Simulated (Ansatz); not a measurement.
Consider the substitution at a C–C bond: `C=C1SC1C` + H–F → `C=C1SC1F` + CH₄.

Calculated with Ansatz (gas phase, PBE0-D4/def2-TZVP geometries, no zero-point term in ΔE). CBS: MP2 limit from def2 TZ/QZ plus the TZ coupled-cluster correction, frozen cores. This one scheme is used for every species. Functionals use def2-TZVPP. B3LYP here is the variant with VWN-RPA as its local correlation; programs differ in this. HSE06 is defined as in plane-wave codes.

`C=C1SC1C`:

```xyz
11

C     0.864    0.789    1.655
C     0.166   -0.106    0.985
S    -0.206   -1.792    0.879
C    -0.729   -0.336   -0.132
C    -0.248   -0.231   -1.549
H     0.825    1.834    1.367
H     1.485    0.512    2.497
H    -1.775   -0.082    0.029
H     0.799   -0.528   -1.621
H    -0.840   -0.863   -2.214
H    -0.341    0.803   -1.895
```

H–F:

Z-matrix (Å, degrees):
```
F
H 1 0.920
```

`C=C1SC1F`:

Z-matrix (Å, degrees):
```
C
F 1 1.351
C 1 1.442 2 119.1
S 1 1.820 2 118.0 3 -73.0
H 1 1.086 2 111.0 3 149.5
C 3 1.318 1 145.8 2 68.9
H 6 1.083 3 119.8 1 2.2
H 6 1.082 3 121.7 1 -177.2
```

CH₄:

Z-matrix (Å, degrees):
```
C
H 1 1.090
H 1 1.090 2 109.5
H 1 1.090 2 109.5 3 -120.0
H 1 1.090 2 109.5 3 120.0
```

Question: Is it downhill or uphill in electronic energy at CCSD(T)/CBS, and by how much? (Estimate.)

Answer: Ansatz gave: Uphill: ΔE = +55.2 kJ/mol.

Question: What do these levels give: B97M-V, r2SCANh-D4, HSE06-D4, B2PLYP, PBE-QIDH, revPBE, r2SCAN, B3LYP, CCSD/def2-SVP, CCSD(T)/def2-SVP, MP2/def2-TZVPP, SCS-MP2/def2-QZVPP? (Estimate.)

Answer: Computed: B97M-V 30.1, r2SCANh-D4 36.3, HSE06-D4 43.1, B2PLYP 39.5, PBE-QIDH 51.9, revPBE 26.8, r2SCAN 31.1, B3LYP 28.3, CCSD/def2-SVP 40.3, CCSD(T)/def2-SVP 39.5, MP2/def2-TZVPP 62.5, SCS-MP2/def2-QZVPP 57.4 kJ/mol.

Question: What do rigid-rotor, harmonic-oscillator terms from PBE0-D4/def2-TZVP frequencies (298.15 K, 1 bar) make of the CCSD(T)/CBS value? (An estimate is asked.)

Answer: Ansatz gave: ΔZPE = -1.0 kJ/mol, ΔH = +53.5 kJ/mol, ΔS = 1 J/(mol·K), ΔG = +53.2 kJ/mol.

Largest T1 diagnostic among the species: 0.014.

In def2-TZVPP, CCSD(T) changes the Hartree–Fock value by +12.7 kJ/mol (the triples alone add −0.1 kJ/mol) and MP2 by +24.7 kJ/mol. From BLYP to BHLYP (50 % exact exchange), in def2-TZVPP and without D4, ΔE moves by +16.4 kJ/mol.
